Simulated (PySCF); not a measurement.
## Dipole moment and polarisability of `CO/C(C)=C\Cl`

Species: C₄H₇ClO.
Numbering: `[CH3:1][O:2]/[C:3]([CH3:4])=[CH:5]\[Cl:6]` (hydrogens: H7, H8, H9 on C1; H10, H11, H12 on C4; H13 on C5)

Structure used (GFN2-xTB), in Å, numbered top down from 1:
```xyz
13
C4H7ClO angstrom
C     -1.8607   -0.6316   -0.0700
O     -0.4778   -0.9094   -0.1208
C      0.4375    0.0803   -0.0003
C      1.8214   -0.5100   -0.0507
C      0.2898    1.3958    0.1456
Cl    -1.1769    2.3248    0.2227
H     -2.3500   -1.6014   -0.1565
H     -2.1422   -0.1657    0.8766
H     -2.1728    0.0072   -0.8989
H      2.5812    0.2550    0.0598
H      1.9594   -1.0242   -0.9995
H      1.9273   -1.2450    0.7442
H      1.1592    2.0246    0.2301
```

Level: B3LYP/def2-SVPD (PySCF), static field, nuclei fixed, core orbitals frozen in the response. The polarisability tensor in these axes (au):

```
x   75.66 -7.27 -0.62
y   -7.27 81.36  3.19
z   -0.62  3.19 50.99
```

What are the eigenvalues, a third of the trace, and Δα (Δα² = ½Σ(αi − αj)² over the three pairs)?

Principal values 50.65, 70.78 and 86.56 au; mean 69.33 au = 10.27 Å³ = 11.43 × 10⁻⁴⁰ C²·m²/J; Δα = 31.17 au (45 % of the mean).

What is the dipole moment, and where does it point?

(0.48, -0.91, -0.05) D, 1.03 D in size, pointing from the negative to the positive side. Measured along this direction, the outermost atoms are Cl6 at the negative end and H12 and H11 at the positive end.

Give the principal axes and the span of the nuclei along them.

Largest value along (-0.56, 0.83, 0.08), where the nuclei span 4.63 Å; middle along (0.83, 0.55, 0.06), 5.14 Å; least along (-0.01, -0.10, 0.99), 1.80 Å. The strongest response doesn't lie along the longest of the three spans.

Estimate the molar refractivity from the static electronic polarisability.

Lorentz–Lorenz: R = (4π/3)N_A α = 2.5225 cm³/(mol·Å³) × 10.27 Å³ = 25.9 cm³/mol, in the limit of long wavelengths.

Traceless (Buckingham) quadrupole moment about the centre of nuclear charge: eigenvalues?

-5.66, -2.26, 7.92 D·Å. The values depend on the origin, since the dipole doesn't vanish. The electronic extent ⟨r²⟩ about the same centre is 814 bohr², a root-mean-square distance of 2.02 Å for the 56 electrons.

What would n − 1 = 2πNα be for an ideal gas of these molecules at 400 K and 1 atm, electronic part alone?

N = p/kT = 1.8347 × 10¹⁹ cm⁻³, so n − 1 = 2π × N × 10.27 × 10⁻²⁴ cm³ = 1184 × 10⁻⁶ at long wavelengths.

Orientational against electronic polarisability at 400 K (dilute gas, rigid molecules)?

In Gaussian units μ²/3kT = 6.43 Å³ against 10.27 Å³, a ratio of 0.63; the Debye molar polarisation (4π/3)N_A(α + μ²/3kT) is 42.1 cm³/mol, leaving out the vibrational part.

Isolated species at its GFN2-xTB geometry (one conformer only).
